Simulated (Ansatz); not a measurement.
**CH₅B (triplet): from Hartree-Fock to the top rungs at distance B1–H4 along a hydrogen transfer = 1.458 Å, cc-pVDZ**

One table from this session's results is given with a row withheld; the runs are named, their logs left out.

The runs use Ansatz 0.2.0, Gaussian basis; cc-pVDZ, core rule «outside noble gas», up to 2 orbitals frozen.

To be run: UHF; CCSD(T) on ROHF; CCSD(T) on UHF; BCCD(T) on ROHF; CISD; CCSDT(Q) on ROHF; CCSDT(Q) on UHF; CASSCF and NEVPT2, 4 electrons in 4 orbitals.

10 further runs of the same task are left out: 2 for a mislabelled method, 7 that didn't finish, 1 set aside as unsound or not needed.

## The geometry

The geometry derives from fragments relaxed apart (PBE0/def2-TZVP) and kept rigid, so it is no stationary point. A hydrogen atom is moved between rigid fragments.

7 atoms, charge 0, spin multiplicity 3.

Atoms are counted from 1 here; the program's logs count them from 0.

Bond lengths: B1–H2 1.193 Å, B1–H3 1.193 Å, H4–C5 1.134 Å, C5–H6 1.079 Å, C5–H7 1.079 Å. Angles: H2–B1–H3 120.0°, H4–C5–H6 112.6°, H4–C5–H7 112.6°, H6–C5–H7 134.8°.

The first run:

Input file in.yaml:

```yaml
crystal:
  periodic: [false, false, false]
  atoms:
    - {symbol: B, position_ang: [-1.344478, 0.000000, 0.000000]}
    - {symbol: H, position_ang: [-1.941212, 1.033571, 0.000000]}
    - {symbol: H, position_ang: [-1.941212, -1.033571, 0.000000]}
    - {symbol: H, position_ang: [0.113522, 0.000000, 0.000000]}
    - {symbol: C, position_ang: [1.247522, 0.000000, 0.000000]}
    - {symbol: H, position_ang: [1.661990, 0.000000, 0.996161]}
    - {symbol: H, position_ang: [1.661990, 0.000000, -0.996161]}
basis:
  gaussian: {orbitals: cc-pVDZ}
magnetization: {spin_polarized: true, initial_magnetization: 2}
hamiltonian: {xc: hf}
output: {orbitals: {seedname: orbitals}}
```

Started as:

```
$ ansatz run in.yaml --threads 1 --pin off --events-out ev --progress --plain --max-ram 2393MiB
```

Among the steps run: UHF; CCSD(T) on ROHF; CCSD(T) on UHF; BCCD(T) on ROHF; CISD; CCSDT(Q) on ROHF; CCSDT(Q) on UHF; CASSCF and NEVPT2, 4 electrons in 4 orbitals.

One table of the session follows, with a row left open; its other results are not shown here.

| method | from UCCSDT(Q) (kcal/mol) |
| --- | --- |
| ROHF | ? |
| UHF | +159.28 |
| RMP2 | +30.04 |
| UMP2 | +30.87 |
| CISD | +15.99 |
| RCCSD | +3.96 |
| UCCSD | +3.85 |
| RCCSD(T) | +0.71 |
| UCCSD(T) | +0.73 |
| BCCD(T) | +0.73 |
| RCCSDT | +0.15 |
| UCCSDT | +0.13 |
| RCCSDT(Q) | +0.02 |
| UCCSDT(Q) | 0 |

**Question.** Estimate the row for ROHF.

The run gave: from UCCSDT(Q) (kcal/mol): +165.86. In the column «from UCCSDT(Q) (kcal/mol)» it is the highest.

Left out of the table: CASSCF pair, NEVPT2 pair (the active space lost an orbital or holds another state than full CI finds).

Limits of these values: Restricted and unrestricted rows rest on different reference determinants; where their highest levels disagree by more than a few hundredths of an eV, they describe different states and don't form one ladder. Warnings in the runs' records: passed over end.
